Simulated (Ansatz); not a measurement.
Compare A (`C[S][AlH2]`) with its isomer B (`[CH3][AlH][SH]`).

Isolated molecules relaxed with PBE0-D4/def2-TZVP in Ansatz; ΔE leaves out vibrations. CBS: MP2 limit from def2 TZ/QZ plus the TZ coupled-cluster correction, frozen cores. This one scheme is used for every species. Functionals use def2-TZVPP. B3LYP here is the variant with VWN-RPA as its local correlation; programs differ in this. One conformer a species, not always the lowest.

A:

Z-matrix (Å, degrees):
```
C
S 1 1.822
H 1 1.090 2 111.6
H 1 1.089 2 108.7 3 120.6
H 1 1.089 2 108.7 3 -120.6
Al 2 2.168 1 102.5 3 -0.3
H 6 1.585 2 117.5 1 0.1
H 6 1.580 2 117.5 1 -179.9
```

B:

Z-matrix (Å, degrees):
```
C
Al 1 1.943
H 1 1.092 2 112.5
H 1 1.095 2 110.7 3 120.9
H 1 1.095 2 110.8 3 -121.0
S 2 2.188 1 118.2 3 -0.6
H 2 1.585 1 124.4 3 179.4
H 6 1.344 2 93.8 1 -180.0
```

**Question.** Which is lower in electronic energy at CCSD(T)/CBS, and by how much? (An estimate is asked.)

**Answer.** Computed: B, by 15.9 kcal/mol.

**Question.** Give E(B) − E(A) in kcal/mol with PBE0-D4, CCSD/def2-TZVPP, LDA (SPW92), B3LYP, ωB97M-V, HF/def2-TZVPP, BLYP-D4. (Estimate.)

**Answer.** Ansatz gave: PBE0-D4 -15.6, CCSD/def2-TZVPP -16.3, LDA (SPW92) -15.7, B3LYP -15.8, ωB97M-V -16.2, HF/def2-TZVPP -15.0, BLYP-D4 -14.8. None reverses the order clearly.

**Question.** Does the order hold for the free energy at 298.15 K (harmonic terms from PBE0-D4)? (An estimate is asked.)

**Answer.** The calculation gave: Yes: G(B) − G(A) = -16.8 kcal/mol, for one conformer each. Modes under 60 cm⁻¹, often nearly free rotors, make the harmonic entropy too high.

Largest T1 diagnostic: 0.011.

Leaving LDA and LC-ωPBE aside and taking each functional with its dispersion term where it has one, the values, not all of them listed here, spread over 2.3 kcal/mol, from r2SCANh-D4 to revPBE-D4. In def2-TZVPP, CCSD(T) changes the Hartree–Fock value by −1.1 kcal/mol (the triples alone add +0.2 kcal/mol) and MP2 by −1.4 kcal/mol.
